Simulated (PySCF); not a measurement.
SiCl4, SMILES Cl[Si](Cl)(Cl)Cl. Geometry: B3LYP-D3(BJ)/def2-SVP. The isomer is the one that the SMILES or the coordinates give; other isomers of the formula were not compared.

Computed equilibrium geometry at B3LYP-D3(BJ)/def2-SVP (PySCF confirms it by a frequency run) as a Z-matrix, and its point group:
point group Td.
```
Si
Cl 1 2.0463
Cl 1 2.0463 2 109.47
Cl 1 2.0463 2 109.47 3 120.00
Cl 1 2.0463 2 109.47 3 -120.00
```
Charge 0, spin multiplicity 1.
